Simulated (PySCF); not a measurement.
Species: Mg(NH2)2.
Geometry (PBE0-D3(BJ)/def2-SVP, Å), atoms numbered from 1 in this order:
```xyz
7
H4MgN2 angstrom
Mg     0.000    0.002    0.000
N     -0.014   -0.001    1.892
H      0.061    0.810    2.499
H     -0.080   -0.813    2.499
N      0.010    0.007   -1.893
H      0.827   -0.026   -2.496
H     -0.804    0.021   -2.501
```

Computed with PySCF, delta-SCF UKS SCAN, pcX-2 on the ionised atom, pcseg-1 elsewhere, spin-free X2C. Every row has its own mixed basis.

```
ionised atom  basis functions  E(ground) (Eh)  binding energy (eV)
          N2               89      -312.29584              403.065
         Mg1               93      -312.32209             1310.776
```

Question: Fill in the total energy of each core-ionised state.

Answer: With binding energy = E(ionised) − E(ground) and 27.2114 eV a hartree:

```tsv
atom	binding energy (Eh)	E(ionised) (Eh)
N2	14.8124	-297.4835
Mg1	48.1701	-264.1520
```

Question: How much do the ground-state energies differ, and what would follow from using one of them for all holes?

Answer: They run from -312.3221 Eh (core basis on Mg1) to -312.2958 Eh (on N2), 0.0263 Eh or 0.72 eV apart, for one and the same state in different bases and grids. Pairing the ion of N2 with the ground state of Mg1 would put its binding energy 0.72 eV too high.

Only 1s holes are shown. The first atom of each set that the bonding makes equivalent was ionised and stands for the set. Isolated species at its PBE0-D3(BJ)/def2-SVP geometry, gas phase.

Time: 5.1 s of wall time. Hardware: an x86-64 server with one thread, no GPU, on a shared host.
